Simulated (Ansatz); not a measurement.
A calculation on hcp Ru returned lattice constant a 2.722 Å, lattice parameter c 4.292 Å.

For reference: lattice constant a 2.706 Å (measured, 293 K, no zero-point or thermal correction, sources range from 2.700 to 2.706; as tabulated in Wikipedia's data pages); lattice parameter c 4.282 Å (measured, 293 K, no zero-point or thermal correction; as tabulated in Wikipedia's data pages).

Question: Which level of theory produced these numbers?
A) PBE (Ansatz (an electronic-structure program))
B) HSE06 (Ansatz)
C) r²SCAN+rVV10 (Ansatz)
D) PBE-D3(BJ) (Ansatz)

Answer: A, PBE (Ansatz)

The others give: r²SCAN+rVV10 2.697 Å, 4.253 Å; PBE-D3(BJ) 2.699 Å, 4.263 Å; HSE06 2.681 Å, 4.236 Å.

Unless a cell is named, each level is at its own relaxed cell (HSE06 13.19, PBE 13.77, PBE-D3(BJ) 13.45, r²SCAN+rVV10 13.39 Å³/atom).

Ansatz's density-functional and Hartree–Fock values are scalar-relativistic unless marked +SOC, with PAW data made under PBE.
